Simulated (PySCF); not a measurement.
## How methods differ on the electron affinity of H

H⁻ 1s2 (1S) → H 1s1 (2S), as a difference of total energies. Computed with PySCF 2.14 in aug-cc-pVTZ (4s3p2d, 23 functions), with no relativity, point nucleus. Correlated levels: valence: nothing frozen. The calculations carry no spin-orbit coupling.

```
       method  electron affinity (eV)
          UHF                  -0.331
          LDA                   0.922
          PBE                   0.702
         PBE0                   0.613
       r2SCAN                   0.711
         MN15                   0.874
      r2SCAN0                   0.653
        TPSSh                   0.770
MP2 (valence)                   0.438
```

Problem. Estimate what wB97X-V gives.

Solution. 0.703 eV, closest to PBE among the rows shown.

Problem. Estimate what SCS-MP2 (valence) gives.

Solution. 0.592 eV, closest to PBE0 among the rows shown.

Errors of the correlated levels include the incompleteness of this basis.

A negative affinity means that the anion lies above the atom at that level of theory.

In the anion the highest occupied orbital energy is positive at LDA, PBE, PBE0, r2SCAN, MN15, r2SCAN0, TPSSh, a self-interaction effect; the basis confines that electron, and the energy difference can still be sensible.

For comparison: 0.754 eV (measured; photodetachment measurements, as compiled on the Wikipedia data page of electron affinities).
